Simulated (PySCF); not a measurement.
**Molecular orbitals of BF**

HSE06 at R = 1.265 Å; basis B def2-TZVPP, F def2-TZVPP; no relativity; PySCF 2.14. State: ¹Σ⁺ (singlet), closed shell. Only the outer orbitals are listed, counted within each symmetry.

```json
{"orbital": "3σ", "occ.": "2", "ε (eV)": "-35.78", "on B (%)": "11", "main shells (%)": "87 F s"}
{"orbital": "4σ", "occ.": "2", "ε (eV)": "-17.01", "on B (%)": "16", "main shells (%)": "77 F p, 10 B s"}
{"orbital": "1π", "occ.": "2", "ε (eV)": "-14.50", "on B (%)": "10", "main shells (%)": "90 F p"}
{"orbital": "1π", "occ.": "2", "ε (eV)": "-14.50", "on B (%)": "10", "main shells (%)": "90 F p"}
{"orbital": "5σ", "occ.": "2", "ε (eV)": "-7.62", "on B (%)": "97", "main shells (%)": "74 B s, 22 B p"}
{"orbital": "2π", "occ.": "0", "ε (eV)": "-1.43", "on B (%)": "97", "main shells (%)": "96 B p"}
{"orbital": "2π", "occ.": "0", "ε (eV)": "-1.43", "on B (%)": "97", "main shells (%)": "96 B p"}
{"orbital": "6σ", "occ.": "0", "ε (eV)": "1.29", "on B (%)": "94", "main shells (%)": "47 B p, 38 B s, 11 F s"}
```

Task: Which are the highest filled and the lowest empty level, where do they sit, and how wide is the gap?

Result: Highest filled 5σ at -7.62 eV (in %: 74 B s, 22 B p); lowest empty 2π at -1.43 eV (in %: 96 B p); the gap at HSE06 is 6.19 eV.

The bond order (Mayer) is 1.47 and the ⟨S²⟩ is 0.000. The charge on B (Mulliken, basis-dependent) is 0.11 and the charge on B (Löwdin, basis-dependent) is -0.40. The dipole moment (positive dipole means B(−)F(+)) is 1.00 D.
